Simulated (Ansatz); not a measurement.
## Pulling the pair apart

The pair of HCl (SMILES Cl, atoms 1–2) and H₂O₂ (SMILES OO, atoms 3–6), both closed shells, in one local arrangement (a lower one may exist), relaxed at PBE0-D4/def2-TZVP:

```xyz
6
angstrom
Cl -0.1445 0.8863 -2.5110
H -0.1426 0.3242 -1.3426
O -0.2573 -0.5380 0.3299
O 0.5299 0.2410 1.2246
H -1.1295 -0.4873 0.7424
H 1.1441 -0.4262 1.5568
```

H₂O₂ is shifted rigidly along the line between the mean atom positions of the two fragments (negative: closer). Counterpoise interaction energies in kJ/mol. Computed with Ansatz 0.2.0 (basis: def2-TZVPPD); correlated methods freeze the cores.

```json
{"shift (Å)": "-0.32", "PBE-D4": "-14.3", "MP2": "-7.7", "wB97M-V": "-7.4"}
{"shift (Å)": "-0.16", "PBE-D4": "-21.0", "MP2": "-15.8", "wB97M-V": "-15.9"}
{"shift (Å)": "0.00", "PBE-D4": "-22.5", "MP2": "-18.5", "wB97M-V": "-18.7"}
{"shift (Å)": "0.16", "PBE-D4": "-21.4", "MP2": "-18.4", "wB97M-V": "-18.6"}
{"shift (Å)": "0.38", "PBE-D4": "-18.3", "MP2": "-16.3", "wB97M-V": "-16.3"}
{"shift (Å)": "0.80", "PBE-D4": "-12.3", "MP2": "-11.3", "wB97M-V": "-11.1"}
{"shift (Å)": "1.59", "PBE-D4": "-5.5", "MP2": "-5.3", "wB97M-V": "-5.2"}
{"shift (Å)": "3.18", "PBE-D4": "-1.5", "MP2": "-1.6", "wB97M-V": "-1.6"}
```

(1) What does CCSD(T) give at these shifts? (To be estimated.)

The T1 diagnostic stays at or below 0.011.

Results:

(1) By the calculation: -3.4, -12.8, -16.4, -17.0, -15.3, -10.8, -5.1, -1.5 kJ/mol. For zero shift, CCSD(T) at an estimated basis limit (MP2 extrapolated from triple and quadruple zeta, plus CCSD(T) − MP2 in triple zeta) gives -18.6 kJ/mol. These are counterpoise interaction energies, counted from the two frozen fragments.

For scale, one of the runs: CCSD(T)/def2-TZVPPD, 182 basis functions, launched by `ansatz run in.yaml --threads 2 --pin off --events-out ev --progress --plain --max-ram 5222MiB`. The run took 17 s on 2 CPU threads of an Intel Xeon 6975P-C (shared host), with 1.9 GiB of host memory at its peak.
